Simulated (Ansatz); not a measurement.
A run of Ansatz (development build ahead of 0.2.0) on singlet CH4O at this shape:

```xyz
6

H     1.0828    0.9876   -0.0003
C     0.6636   -0.0196    0.0000
O    -0.7501    0.1217    0.0000
H    -1.1340   -0.7594    0.0000
H     1.0351   -0.5424   -0.8919
H     1.0351   -0.5420    0.8922
```

Its results:

```
Converged                       : yes
Reference energy                : -115.08891 hartree
Correlation energy              : -0.42847 hartree
Total energy                    : -115.51737 hartree
Spin squared of the determinant : 0.000
Stability test                  : minimum among restricted orbitals
```

Question: Which input gives this output? Name the method, the orbitals and the basis set, and write the input.

Answer: RHF-MP2 in cc-pVTZ. An unrestricted run that stays on the closed shell gives the same numbers.

```yaml
crystal:
  periodic: [false, false, false]
  atoms:
    - { symbol: H, position_ang: [1.08277, 0.9876, -0.00028] }
    - { symbol: C, position_ang: [0.66362, -0.01955, 0.0] }
    - { symbol: O, position_ang: [-0.75009, 0.12169, 0.0] }
    - { symbol: H, position_ang: [-1.13399, -0.75945, 1.0e-05] }
    - { symbol: H, position_ang: [1.0351, -0.54244, -0.89192] }
    - { symbol: H, position_ang: [1.03513, -0.54196, 0.89219] }
basis:
  gaussian: { orbitals: cc-pVTZ }
hamiltonian:
  xc: hf
correlation:
  method: mp2
  frozen_orbitals: { C: 1, H: 0, O: 1 }
```
